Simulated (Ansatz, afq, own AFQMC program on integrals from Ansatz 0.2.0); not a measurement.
## NH₃O⁺, doublet in cc-pVDZ, levels against AFQMC with the constraint released

```tsv
atom	x (Å)	y (Å)	z (Å)
N	-0.1540	0.0000	0.7068
O	0.1385	0.0000	-0.6853
H	0.3377	-0.8114	1.0705
H	0.3377	0.8114	1.0705
H	-0.7342	0.0000	-1.0862
```

Connectivity, by distances: NH2–OH.

Basis cc-pVDZ. Noble-gas cores (and the filled d shells of Ga–Kr and In–Xe) are frozen. Integrals, coupled cluster, full CI and functionals: Ansatz 0.2.0; the random walks run on the same integrals in our own AFQMC program. ph-AFQMC/CISD is guided by a CISD state made of CCSD amplitudes; releasing the constraint for a short imaginary time cuts its bias at the price of noise, slowly where states lie close. Uncertainties: one standard error, sampling alone.

Determinant: UHF, the one that the program's search chose, which needn't be the lowest solution. The geometry is a PBE0/def2-TZVP stationary point of this or a neighbouring charge and spin state.

No full CI on the walks' own integrals is used here. The released AFQMC energy serves as the reference, which it does only where one determinant dominates, the energy is flat over the last release times and near the phaseless one (40 meV or 2 meV an electron, half that with transition metals). On small molecules, where full CI could be run and the noise was under 10 meV, such values lay within 10 meV of it in 19 cases of 20, a flattering rate, since the rule was set on those same cases; what remains of the bias isn't in the error bar.

Cautions: the released value is read at 1.50 1/Eh with a noise of 25 meV, more than in the cases checked (meV from the phaseless value at times in 1/Eh: 10 ± 18 at 0.24, -20 ± 17 at 0.50, -42 ± 28 at 1.00, -7 ± 25 at 1.50).

* T1 diagnostic: 0.0256
* weight of the determinant in the CISD state: 0.884
* ⟨S²⟩ of the determinant: 0.761
* size of the correlated space: 13 electrons in 41 orbitals

Reference: AFQMC with the constraint released, correlation energy -9.962 ± 0.025 eV.

```csv
level,E − E(reference) (mEh),share of correlation (%)
HF,366.11 ± 0.93,0.00
MP2,34.47 ± 0.93,90.58
CCSD,9.61 ± 0.93,97.37
CCSD(T),0.56 ± 0.93,99.85
ph-AFQMC/HF,3.39 ± 3.18,99.07
ph-AFQMC/CISD,0.26 ± 1.17,99.93
```

A walk keeps the symmetry of its determinant, which the program's search chose and which needn't be the lowest solution, so a lower state of the same spin and another symmetry isn't excluded. Released energies are given only where the last usable release times agree within the noise; a slower fall can still hide under it.
